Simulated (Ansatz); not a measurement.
This geometry of CH4BS (7 atoms, charge 0, multiplicity 2) is a first-order saddle point.

Computed with UKS B3LYP-D4/def2-SVP in Ansatz 0.2.0.

```xyz
7
Properties=species:S:1:pos:R:3
B -1.321 0.208 -0.559
C -0.067 -0.063 0.248
S 1.545 0.068 -0.699
H -2.341 0.419 -1.121
H -0.134 -1.062 0.717
H -0.060 0.665 1.083
H 2.377 -0.234 0.330
```

Which two structures does it join? (They come from a converged band through this point; their orientation in space is the band's.)

No bond is made or broken. The dihedral H4–B1–C2–S3 changes from 180 to -11° by way of a nearly straight angle H4–B1–C2 (up to 176°), not by a turn about the bond.

Initial state:

```xyz
7
Properties=species:S:1:pos:R:3
B -1.141 0.269 -0.932
C -0.045 -0.017 0.116
S 1.664 -0.041 -0.556
H -2.329 0.336 -0.740
H -0.299 -0.985 0.593
H -0.150 0.749 0.910
H 2.300 -0.310 0.610
```

Final state:

```xyz
7
Properties=species:S:1:pos:R:3
B -1.492 0.110 -0.343
C -0.133 -0.124 0.344
S 1.337 0.083 -0.762
H -1.785 0.571 -1.415
H -0.113 -1.109 0.842
H -0.107 0.624 1.163
H 2.291 -0.155 0.171
```

How far does it lie above each of them?

7.5 kcal/mol above the first and 7.8 kcal/mol above the second. This is the barrier of this one path; another mechanism may lie lower.

The run took 2.4 min on 1 CPU thread of a shared host.
